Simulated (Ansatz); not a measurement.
# BNH2: energies up the ladder

One table from this session's results is given with a row withheld; the runs are named, their logs left out.

Program: Ansatz 0.2.0. Level of theory: the levels named in each step. These are calculated values, not measurements.

**Starting point**

Bond lengths: B1–N2 1.240 Å, B1–H3 1.140 Å, N2–H4 0.989 Å. Angles: B1–N2–H4 180.0°, N2–B1–H3 180.0°.

Coordinates:

```xyz
4

B     0.0000    0.0000   -0.5824
N     0.0000    0.0000    0.6576
H     0.0000    0.0000   -1.7222
H     0.0000    0.0000    1.6470
```

The first run:

File input.yaml:

```yaml
crystal:
  periodic: [false, false, false]
  atoms:
    - { symbol: B, position_ang: [0.0, 0.0, -0.5713908] }
    - { symbol: "N", position_ang: [0.0, 0.0, 0.66135318] }
    - { symbol: H, position_ang: [0.0, 0.0, -1.74231802] }
    - { symbol: H, position_ang: [0.0, 0.0, 1.65235563] }
basis:
  gaussian: { orbitals: def2-TZVPP }
hamiltonian:
  xc: pbe0
  dispersion: d4
phonons: {}
```

The run is started by

```bash
ansatz run input.yaml --threads 2 --pin off --max-ram 5120MiB --backend cpu --events-out ev --progress --plain --runs-dir out
```

Steps of the session up to this table: Frequencies, PBE0-D4/def2-TZVPP; Single point, PBE-D4/def2-TZVPP; Single point, r2SCAN-D4/def2-TZVPP; Single point, B3LYP-D4/def2-TZVPP; Single point, wB97M-V/def2-TZVPP; Single point, B2PLYP/def2-TZVPP; Single point, LDA/def2-TZVPP; Single point, PBE0-D4/def2-SVP; Single point, PBE-D4/def2-SVP; Single point, CCSD(T)/def2-TZVPP; Single point, CCSD(T)/def2-QZVPP; The cation of multiplicity 2 at the same geometry, PBE0-D4/def2-TZVPP; The cation of multiplicity 2 at the same geometry, PBE-D4/def2-TZVPP; The cation of multiplicity 2 at the same geometry, r2SCAN-D4/def2-TZVPP; The cation of multiplicity 2 at the same geometry, B3LYP-D4/def2-TZVPP; The cation of multiplicity 2 at the same geometry, wB97M-V/def2-TZVPP; The cation of multiplicity 2 at the same geometry, B2PLYP/def2-TZVPP; The cation of multiplicity 2 at the same geometry, CCSD(T)/def2-TZVPP; The cation of multiplicity 2 at the same geometry, CCSD(T)/def2-QZVPP.

One of the session's tables, all rows but one given; the rest of the session is left out.

| level | vertical ionisation energy (eV) |
| --- | --- |
| PBE-D4/def2-TZVPP | 11.529 |
| r2SCAN-D4/def2-TZVPP | ? |
| B3LYP-D4/def2-TZVPP | 11.436 |
| wB97M-V/def2-TZVPP | 11.338 |
| B2PLYP/def2-TZVPP | 11.402 |
| CCSD(T)/def2-TZVPP | 11.424 |
| CCSD(T)/def2-QZVPP | 11.490 |
| CCSD(T)/CBS | 11.539 |

**Question.** Estimate the row for r2SCAN-D4/def2-TZVPP.

**Answer.** vertical ionisation energy (eV): 11.301. In the column «vertical ionisation energy (eV)» it is the lowest.
